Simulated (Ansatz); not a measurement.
Worked example: vertical energy of the triplet above the singlet of SiNH2F (SMILES N[Si]F)

The species is SiNH2F (5 atoms), meant as a singlet with charge 0. SMILES: `N[Si]F`. Geometry: relaxed at PBE0-D4/def2-TZVP. This is one conformer, not always the lowest.

Both states at this one shape; open shells run unrestricted unless said. 1 Eh = 27.2114 eV.

| level | program | singlet SiNH2F (Eh) | triplet SiNH2F (Eh) |
| --- | --- | --- | --- |
| revPBE/STO-3G | Ansatz | -439.647733 | -439.497165 |
| HSE06/STO-3G | Ansatz | -439.485137 | -439.338764 |

Task: Work out the vertical gap, second state less first, at each level.

Result: 
1. revPBE/STO-3G: -439.497165 − (-439.647733) = 0.150568 Eh = 4.10 eV.
2. HSE06/STO-3G: -439.338764 − (-439.485137) = 0.146373 Eh = 3.98 eV.

No measured value is set beside it here; the levels span 3.98 to 4.10 eV. Minimal sets are far from the basis-set limit.
